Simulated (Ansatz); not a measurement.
Rock-salt HfC was calculated with revPBE in Ansatz (plane waves, PAW).

Run with plane-wave cutoff 520 eV, 24×24×24 k mesh, Fermi–Dirac smearing 0.065 eV (set by the program), scalar-relativistic PAW data made under PBE.

Computed at the level's own relaxed cell.

Problem. What does this level give for the Poisson ratio, Young modulus, elastic constant C11, elastic constant C12 and elastic constant C44?

Solution. 
- Poisson ratio = 0.190
- Young modulus = 421 GPa
- elastic constant C11 = 479 GPa
- elastic constant C12 = 100 GPa
- elastic constant C44 = 169 GPa

Measured, for comparison: elastic constant C11 500 GPa, elastic constant C44 180 GPa (temperature not stated, no zero-point or thermal correction; as tabulated in Wu et al. (2005), arXiv:cond-mat/0412374). Computed (rounded) less measured: elastic constant C11 -4 %, elastic constant C44 -6 %.

Elastic constants are with the ions relaxed.

Spin–orbit coupling is not included.

Static lattice: no zero-point or thermal effects.

The result took around 6 core-minutes (rough).

Ansatz is an electronic-structure program.
